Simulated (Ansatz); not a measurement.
**AlBH₂ (singlet): wave-function methods side by side at distance B1–Al2 = 1.768 Å, 6-31G**

Aim: climb from Hartree-Fock through coupled cluster and multireference methods for AlBH₂ (singlet) at one geometry and basis, and see what each rung misses.

The runs use Ansatz 0.2.0, Gaussian basis; 6-31G, core rule «outside noble gas», up to 6 orbitals frozen.

To be run: UHF; CCSD(T) on RHF; CCSD(T) on UHF; BCCD(T) on RHF; CISD; CCSDT(Q) on RHF; CCSDT(Q) on UHF; CCSDTQ on RHF; CCSDTQ on UHF; CASSCF and MRCISD+Q, 2 electrons in 2 orbitals; CASSCF and NEVPT2, 2 electrons in 2 orbitals; CASSCF and MRCISD+Q, 8 electrons in 10 orbitals; CASSCF and NEVPT4(SD), 8 electrons in 10 orbitals; CASSCF and NEVPT2, 8 electrons in 10 orbitals; Full CI.

## 1. The geometry

The geometry derives from a PBE0/def2-TZVP stationary point (not a proven minimum). One bond is set to the value named and the two fragments are kept rigid.

4 atoms, charge 0, spin multiplicity 1.

Atoms are counted from 1 here; the program's logs count them from 0.

Bond lengths: B1–Al2 1.768 Å, B1–H3 1.206 Å, B1–H4 1.206 Å. Angles: Al2–B1–H3 123.6°, Al2–B1–H4 123.6°, H3–B1–H4 112.9°.

## 2. UHF

Input file in.yaml:

```yaml
crystal:
  periodic: [false, false, false]
  atoms:
    - {symbol: B, position_ang: [0.000000, 0.000000, 1.164565]}
    - {symbol: Al, position_ang: [0.000000, 0.000000, -0.603435]}
    - {symbol: H, position_ang: [0.000000, 1.004980, 1.831201]}
    - {symbol: H, position_ang: [0.000000, -1.004980, 1.831201]}
basis:
  gaussian: {orbitals: 6-31G}
magnetization: {spin_polarized: true, initial_magnetization: 0}
hamiltonian: {xc: hf}
output: {orbitals: {seedname: orbitals}}
```

On the command line:

```console
$ ansatz run in.yaml --threads 1 --pin off --events-out ev --progress --plain --max-ram 3968MiB --backend cpu
```

After this run come: CCSD(T) on RHF; CCSD(T) on UHF; BCCD(T) on RHF; CISD; CCSDT(Q) on RHF; CCSDT(Q) on UHF; CCSDTQ on RHF; CCSDTQ on UHF; CASSCF and MRCISD+Q, 2 electrons in 2 orbitals; CASSCF and NEVPT2, 2 electrons in 2 orbitals; CASSCF and MRCISD+Q, 8 electrons in 10 orbitals; CASSCF and NEVPT4(SD), 8 electrons in 10 orbitals; CASSCF and NEVPT2, 8 electrons in 10 orbitals; Full CI.

Q: Predict the results of all the runs planned. Wanted: FCI below the RHF energy; RMP2 from FCI; RCCSD from FCI; RCCSD(T) from FCI; RCCSDT(Q) from FCI; MRCISD+Q pair from FCI; NEVPT2 valence from FCI; NEVPT4(SD) valence from FCI; T1 diagnostic.

As calculated:

```
                         quantity                                                                                           value
         FCI below the RHF energy                                                                                      -2.9673 eV
                    RMP2 from FCI                                                                                    +85.8 kJ/mol
                   RCCSD from FCI                                                                                     +8.8 kJ/mol
                RCCSD(T) from FCI                                                                                     +3.3 kJ/mol
               RCCSDT(Q) from FCI                                                                                     +0.3 kJ/mol
           MRCISD+Q pair from FCI                                                                                     +0.8 kJ/mol
          NEVPT2 valence from FCI                                                                                    +24.4 kJ/mol
      NEVPT4(SD) valence from FCI                                                                                     +4.6 kJ/mol
levels within 1 kcal/mol (43 meV)  RCCSD(T), BCCD(T), RCCSDT, RCCSDT(Q), RCCSDTQ, MRCISD+Q pair, MRCISD valence, MRCISD+Q valence
                    T1 diagnostic                                                                                           0.012
   effectively unpaired electrons                                                                                            0.31
```

In words: RCCSD(T) misses by +3.3 kJ/mol, 1.2 % of the correlation energy. The occupations show some static correlation. Of the multireference levels listed MRCISD+Q pair comes nearest in total energy (+0.8 kJ/mol), which doesn't show that its space is the better one. Coupled cluster took another determinant than the lowest Hartree-Fock one. These misses are within one basis, not against nature.
